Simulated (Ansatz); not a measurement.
# CH2Al (quartet): from Hartree-Fock to the top rungs, cc-pVTZ

An exercise on one series of results from a longer session: the logs are not shown, and one member is left open.

Computed with Ansatz 0.2.0, Gaussian basis. Level: cc-pVTZ, core rule «outside noble gas», up to 6 orbitals frozen.

The runs, in order: UHF; CCSD(T) on ROHF; CCSD(T) on UHF; BCCD(T) on ROHF; CCSDT(Q) on ROHF; CCSDT(Q) on UHF; CASSCF and MRCISD+Q, 9 electrons in 10 orbitals; CASSCF and NEVPT2, 9 electrons in 10 orbitals.

7 further runs of the same task are left out: 2 for a known fault of the program, 5 set aside as unsound or not needed.

### What is computed

The geometry is a PBE0/def2-TZVP stationary point (not a proven minimum) of the parent state, kept for this charge and spin.

4 atoms, charge 0, spin multiplicity 4.

Atoms are counted from 1 here; the program's logs count them from 0.

Bond lengths: Al1–C2 1.836 Å, Al1–H3 1.585 Å, C2–H4 1.088 Å. Angles: C2–Al1–H3 133.0°, Al1–C2–H4 142.5°.

Set-up of the first run:

in.yaml

```yaml
crystal:
  periodic: [false, false, false]
  atoms:
    - {symbol: Al, position_ang: [0.000000, -0.107766, 0.567543]}
    - {symbol: C, position_ang: [0.000000, 0.196499, -1.243154]}
    - {symbol: H, position_ang: [0.000000, 0.856616, 1.824835]}
    - {symbol: H, position_ang: [0.000000, -0.313339, -2.203862]}
basis:
  gaussian: {orbitals: cc-pVTZ}
magnetization: {spin_polarized: true, initial_magnetization: 3}
hamiltonian: {xc: hf}
output: {orbitals: {seedname: orbitals}}
```

Launch:

```sh
$ ansatz run in.yaml --threads 1 --pin off --events-out ev --progress --plain --max-ram 2816MiB --backend cpu
```

Among the steps run: UHF; CCSD(T) on ROHF; CCSD(T) on UHF; BCCD(T) on ROHF; CCSDT(Q) on ROHF; CCSDT(Q) on UHF; CASSCF and MRCISD+Q, 9 electrons in 10 orbitals; CASSCF and NEVPT2, 9 electrons in 10 orbitals.

One of the session's tables, all rows but one given; the rest of the session is left out.

It belongs to the step «Misses and costs». 

| method | from UCCSDT(Q) (kcal/mol) |
| --- | --- |
| ROHF | +129.14 |
| UHF | +124.72 |
| RMP2 | +22.67 |
| UMP2 | +22.83 |
| RCCSD | +4.58 |
| UCCSD | +4.44 |
| RCCSD(T) | +0.80 |
| UCCSD(T) | +0.76 |
| BCCD(T) | +0.79 |
| RCCSDT | +0.18 |
| UCCSDT | ? |
| RCCSDT(Q) | +0.05 |
| UCCSDT(Q) | 0 |
| CASSCF valence | +89.74 |
| NEVPT2 valence | +22.17 |
| MRCISD valence | +6.10 |
| MRCISD+Q valence | +0.99 |

Q: Estimate the row for UCCSDT from the others.

**Answer.** from UCCSDT(Q) (kcal/mol): +0.13. In the column «from UCCSDT(Q) (kcal/mol)» it lies between RCCSDT(Q) (+0.05) and RCCSDT (+0.18).

Limits of these values: Restricted and unrestricted rows rest on different reference determinants; where their highest levels disagree by more than a few hundredths of an eV, they describe different states and don't form one ladder.
